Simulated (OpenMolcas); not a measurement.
**singlet N2H+ at 6 levels**

We compute a comparison of 6 runs (HF/STO-3G, B3LYP/STO-3G, M06-2X/STO-3G, PBE0/STO-3G, ACPF/STO-3G, CCSD(T)/STO-3G) of singlet N2H+. 

The results are computed with OpenMolcas 26.06.

## Step 1: The structure to begin with

N2H+: 3 atoms, total charge +1, spin state singlet. As SMILES of the parent species, `[N]=N`. Geometry: relaxed at GFN2-xTB. That shape belongs to the parent species and isn't relaxed for this state.

Bond lengths: N1–N2 1.164 Å, N2–H3 1.037 Å. Angles: N1–N2–H3 124.8°.

## Step 2: The energy at HF/STO-3G (run 1)

Contents of mol.inp:

```
* HN2 Hartree-Fock

&gateway
 baslib
 $CurrDir
 basisset
 N.STO-3G....
 N1 0.715210 -0.640440 0.325220 angstrom
 N2 -0.243160 -0.185380 -0.152740 angstrom
 End of Basis
 basisset
 H.STO-3G....
 H3 -0.472040 0.825820 -0.172480 angstrom
 End of Basis

&seward

&scf
 charge
 1
 thresholds
 1e-10 1e-07 1e-07 1e-05
 prorbitals
 1 1
```

The basis set STO-3G is read from a file made from the Basis Set Exchange's data (not shown).

Launch:

```console
export MOLCAS_MEM=1860
pymolcas mol.inp > mol.log
```

Output:

```text
--- Start Module: gateway ---
[...]
--- Stop Module: gateway /rc=_RC_ALL_IS_WELL_ ---
--- Start Module: seward ---
[...]
      Basis functions           11
--- Stop Module: seward /rc=_RC_ALL_IS_WELL_ ---
--- Start Module: scf ---
[...]
       Convergence after  16 Iterations
[...]
::    Total SCF energy                               -107.6898225619
[...]
      Total spin, S                                     0.0000000000
[...]
      Total electronic charge=   14.000000
      Total            charge=    1.000000
[...]
      Dipole Moment (debye):
      Origin of the operator (angstrom)=    0.2114   -0.3699    0.0773
                   X= -1.0310E+00               Y=  2.5971E+00               Z= -2.9374E-01           Total=  2.8096E+00
      Center of Charge (angstrom)
[...]
--- Stop Module: scf /rc=_RC_ALL_IS_WELL_ ---
[...]
```

Wall time 1.3 s (1 thread of Arm Neoverse V2, shared host); peak memory 0.37 GiB.

## Step 3: The energy at B3LYP/STO-3G (run 2)

Contents of mol.inp:

```
&GATEWAY
  BASLIB = $CurrDir
  BASISSET
  N.STO-3G....
  N1 0.715210 -0.640440 0.325220 angstrom
  N2 -0.243160 -0.185380 -0.152740 angstrom
  End of Basis
  BASISSET
  H.STO-3G....
  H3 -0.472040 0.825820 -0.172480 angstrom
  End of Basis

&SEWARD
  GRIDINPUT
  Grid=UltraFine
  End of Grid

&SCF
  CHARGE = 1
  KSDFT = B3LYP
  THRESHOLDS = 1e-10 1e-07 1e-07 1e-05
  PRORBITALS = 1 1
```

The basis set STO-3G is read from a file made from the Basis Set Exchange's data (not shown).

Launch:

```console
export MOLCAS_MEM=1860
pymolcas mol.inp > mol.log
```

Output:

```text
--- Start Module: gateway ---
[...]
--- Stop Module: gateway /rc=_RC_ALL_IS_WELL_ ---
--- Start Module: seward ---
[...]
      Basis functions           11
--- Stop Module: seward /rc=_RC_ALL_IS_WELL_ ---
--- Start Module: scf ---
[...]
       Convergence after  15 Iterations
[...]
::    Total KS-DFT energy                            -108.2431145527
[...]
      Total spin, S                                     0.0000000000
[...]
      Total electronic charge=   14.000000
      Total            charge=    1.000000
[...]
      Dipole Moment (debye):
      Origin of the operator (angstrom)=    0.2114   -0.3699    0.0773
                   X= -1.1931E+00               Y=  2.5572E+00               Z= -3.8678E-01           Total=  2.8482E+00
      Center of Charge (angstrom)
[...]
--- Stop Module: scf /rc=_RC_ALL_IS_WELL_ ---
[...]
```

It took 3 s on 1 thread of Arm Neoverse V2, shared host; peak memory 0.37 GiB.

Runs 3 to 4 aren't shown in full; the table further down has their settings and results.

## Step 4: The energy at ACPF/STO-3G (run 5)

Contents of mol.input:

```
* HN2 ACPF

&GATEWAY
  BASLIB
  $CurrDir
  BASISSET
  N.STO-3G....
  N1 0.715210 -0.640440 0.325220 angstrom
  N2 -0.243160 -0.185380 -0.152740 angstrom
  End of Basis
  BASISSET
  H.STO-3G....
  H3 -0.472040 0.825820 -0.172480 angstrom
  End of Basis

&SEWARD

&SCF
  CHARGE
  1
  THRESHOLDS
  1e-10 1e-07 1e-07 1e-05
  PRORBITALS
  1 1

&MOTRA
  FROZEN
  2

&GUGA
  ELECTRONS
  10
  SPIN
  1
  INACTIVE
  5
  ACTIVE
  0
  CIALL
  1

&CPF
  ACPF
```

The basis set STO-3G is read from a file made from the Basis Set Exchange's data (not shown).

Launch:

```console
export MOLCAS_MEM=1860
pymolcas mol.input > mol.log
```

Output:

```text
--- Start Module: gateway ---
[...]
--- Stop Module: gateway /rc=_RC_ALL_IS_WELL_ ---
[...]
      Basis functions           11
[...]
       Convergence after  16 Iterations
[...]
::    Total SCF energy                               -107.6898225619
[...]
      Total spin, S                                     0.0000000000
[...]
      *** WARNING: Default frozen orbitals is overwritten by user input.
      *** Default values:   2
[...]
--- Start Module: guga ---
[...]
--- Stop Module: guga /rc=_RC_ALL_IS_WELL_ ---
--- Start Module: cpf ---
[...]
      Active orbitals                            0       0
[...]
      Spin quantum number                      0.0
[...]
     FINAL ACPF ENERGY        -107.87833902
     FINAL CORRELATION ENERGY   -0.18851646  REFERENCE ENERGY    -107.68982256
[...]
      Title:  ACPF natural orbitals
[...]
      Total electronic charge=   14.000000
      Total            charge=    1.000000
[...]
      Dipole Moment (debye):
      Origin of the operator (angstrom)=    0.2114   -0.3699    0.0773
                   X= -1.5696E+00               Y=  2.5368E+00               Z= -5.9539E-01           Total=  3.0419E+00
      Quadrupole Moment (debye*angstrom):
[...]
--- Stop Module: cpf /rc=_RC_ALL_IS_WELL_ ---
[...]
```

Run time: 1.5 s. Hardware: 1 thread of Arm Neoverse V2, shared host; peak memory 0.37 GiB.

## Step 5: A single-point energy at CCSD(T)/STO-3G (run 6)

Edit mol.inp of step 3 so:

```diff
@@ -13,5 +13,2 @@
 &SEWARD
-  GRIDINPUT
-  Grid=UltraFine
-  End of Grid
 
@@ -19,4 +16,23 @@
   CHARGE = 1
-  KSDFT = B3LYP
   THRESHOLDS = 1e-10 1e-07 1e-07 1e-05
   PRORBITALS = 1 1
+
+&RASSCF
+  FILEORB = $Project.ScfOrb
+  SPIN = 1
+  NACTEL = 0 0 0
+  INACTIVE = 7
+  RAS2 = 0
+  OUTORBITALS = Canonical
+  ORBLISTING = Nothing
+
+&MOTRA
+  JOBIPH
+  FROZEN = 2
+
+&CCSDT
+  CCT
+  TRIPLES = 2
+  ITERATIONS = 80
+  ACCURACY = 1e-08
+  EXTRAPOLATION = 5 4
```

The basis set STO-3G is read from a file made from the Basis Set Exchange's data (not shown).

Launch:

```console
export MOLCAS_MEM=1860
pymolcas mol.inp > mol.log
```

Output:

```text
--- Start Module: gateway ---
[...]
--- Stop Module: gateway /rc=_RC_ALL_IS_WELL_ ---
[...]
      Basis functions           11
[...]
       Convergence after  16 Iterations
[...]
::    Total SCF energy                               -107.6898225619
[...]
      Total spin, S                                     0.0000000000
[...]
      Number of active orbitals                  0
[...]
      Spin quantum number                      0.0
[...]
      Active orbitals                            0
[...]
      Number of CSFs                             1
[...]
      Number of root(s) required                 1
[...]
      Convergence after  4 iterations
[...]
      Natural orbitals and occupation numbers for root  1
      ************************************************************************************************************************
      *                                                    Final results                                                     *
      ************************************************************************************************************************
[...]
::    RASSCF root number  1 Total energy:   -107.68982256
[...]
      Total electronic charge=   14.000000
      Total            charge=    1.000000
[...]
      Dipole Moment (debye):
      Origin of the operator (angstrom)=    0.2114   -0.3699    0.0773
                   X= -1.0310E+00               Y=  2.5971E+00               Z= -2.9374E-01           Total=  2.8096E+00
      Center of Charge (angstrom)
[...]
--- Start Module: motra ---
[...]
--- Stop Module: motra /rc=_RC_ALL_IS_WELL_ ---
--- Start Module: ccsdt ---
[...]
      Convergence after                    16  Iterations
      Total energy (diff) :    -107.87464969      -0.00000001
[...]
 METHOD                       : CCSD+T(CCSD)+<T3(1)WT1> = CCSD(T)
[...]
       CCSD     =      -107.8746496859939
[...]
```

Wall time 1.8 s (1 thread of Arm Neoverse V2, shared host); peak memory 0.37 GiB.

## Step 6: The series

| run | level | integration grid | frozen core orbitals | energy (Eh) | HOMO energy (eV) | LUMO energy (eV) | HOMO–LUMO gap (eV) | wall time |
| --- | --- | --- | --- | --- | --- | --- | --- | --- |
| 1 | HF/STO-3G | – | – | -107.689823 | -25.92 | -7.24 | 18.68 | 1.3 s |
| 2 | B3LYP/STO-3G | UltraFine | – | -108.243115 | -21.58 | -13.03 | 8.55 | 3 s |
| 3 | M06-2X/STO-3G | UltraFine | – | -108.248579 | -23.43 | -11.21 | 12.22 | 3.3 s |
| 4 | PBE0/STO-3G | UltraFine | – | -108.142762 | -21.89 | -12.72 | 9.17 | 2.8 s |
| 5 | ACPF/STO-3G | – | 2 | -107.878339 | -25.92 | -7.24 | 18.68 | 1.5 s |
| 6 | CCSD(T)/STO-3G | – | 2 | -107.879389 | -25.92 | -7.24 | 18.68 | 1.8 s |

## Step 7: What came out

| quantity | value |
| --- | --- |
| run 6: total energy | -107.87939 Eh |
| run 6: HOMO energy (Hartree–Fock orbitals) | -25.92 eV |
| run 6: LUMO energy (Hartree–Fock orbitals) | -7.24 eV |
| run 6: HOMO–LUMO gap (Hartree–Fock orbitals) | 18.68 eV |
| run 6: correlation energy (2 core orbitals frozen) | -189.6 mEh |
| run 6: (T) correction | -4.74 mEh |

In words: Below the HF energy at the same shape and in the same basis (STO-3G): ACPF -188.5 mEh; CCSD(T) -189.6 mEh. Over runs 1, 2, 3, 4 the HOMO–LUMO gap runs from 8.55 eV (B3LYP/STO-3G) to 18.68 eV (HF/STO-3G). Exact exchange widens orbital gaps. Totals of different functionals can't be ranked against each other. In runs 1, 2, 3, 4, 5, 6 the basis is minimal, so the values are rough. All runs together took 14 s, the longest 3.3 s.
